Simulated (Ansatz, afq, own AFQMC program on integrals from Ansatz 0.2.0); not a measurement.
## CH₃Al, singlet in cc-pVDZ, levels against CCSDT(Q)

```xyz
5

Al   -1.1532    0.0100    0.0078
C     1.9876   -0.0173   -0.0134
H     2.3865   -1.0403   -0.0111
H     2.4057    0.4932    0.8642
H     2.3937    0.4846   -0.9016
```

Connectivity, by distances: Al ··· CH3.

Basis cc-pVDZ. Only valence electrons are correlated. Integrals, coupled cluster, full CI and functionals: Ansatz 0.2.0; the random walks run on the same integrals in our own AFQMC program. The CISD trial takes its coefficients from CCSD amplitudes. Released means that phaseless walkers are propagated on without the constraint, phases kept. ± is one standard error of the sampling.

Determinant: RHF, the one that the program's search chose, which needn't be the lowest solution. The geometry is a point of a scan.

No full CI on the walks' own integrals is used here; CCSDT(Q) serves as the reference and is uncertain by about the last step of the cluster series.

Cautions: higher spins were not checked; restricted determinant unstable towards unrestricted (UHF 390 meV lower, ⟨S²⟩ 0.66); strong correlation (T1 0.022, weight of the determinant 0.83, largest double 0.20).

- T1 diagnostic: 0.0218
- weight of the determinant in the CISD state: 0.834
- size of the correlated space: 10 electrons in 41 orbitals

| level | correlation energy (eV) |
| --- | --- |
| MP2 | -5.5369 |
| CCSD | -6.5198 |
| CCSD(T) | -6.7611 |

**Question.** Estimate where phaseless AFQMC with a CISD trial lies against CCSD(T) on the same integrals.

**Answer.** 25.8 ± 18.9 meV below CCSD(T). The gap is under twice the noise, so this walk alone can't tell the two apart.

Reference: CCSDT(Q), correlation energy -6.814 eV. The released energy is read at 1.62 1/Eh, later times being too noisy (meV from the phaseless value at times in 1/Eh: 18 ± 15 at 0.24, -8 ± 19 at 0.51, 0 ± 19 at 0.99, -24 ± 22 at 1.62, -76 ± 38 at 2.40).

```csv
level,E − E(reference) (meV),share of correlation (%)
CCSD(T),52.5,99.23
CCSDT,20.7,99.70
ph-AFQMC/CISD,26.7 ± 18.9,99.61
released AFQMC,2.7 ± 21.9,99.96
```

A walk keeps the symmetry of its determinant, which the program's search chose and which needn't be the lowest solution, so a lower state of the same spin and another symmetry isn't excluded. Released energies are given only where the last usable release times agree within the noise; a slower fall can still hide under it.
